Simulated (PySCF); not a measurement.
SiCl₄, SMILES Cl[Si](Cl)(Cl)Cl.

Geometry optimised at ωB97X-D3(BJ)/def2-SVP. The isomer is the one that the SMILES or the coordinates give; other isomers of the formula were not compared.

Two levels are set side by side: PBE/def2-TZVP (PySCF) and PBE0/def2-TZVP (PySCF). Same geometry, gas phase. Differences are taken from unrounded values.

```tsv
quantity	PBE0	PBE	PBE minus PBE0
orbital gap (eV)	8.87	6.41	-2.46
highest occupied level (eV)	-9.55	-8.11	1.44
lowest empty level (eV)	-0.68	-1.70	-1.02
mean polarisability (bohr³)	67.4	69.6	2.2
```

PBE's occupied levels lie high since its potential decays too fast outside the molecule; exact exchange lowers them and widens the gap. Loosely held outer electrons make PBE densities more polarisable. Differences between two approximate levels are no errors against the true value.

Rough cost on one machine, each run with all the roots and properties that it gave: PBE0 against PBE within a factor of 2.
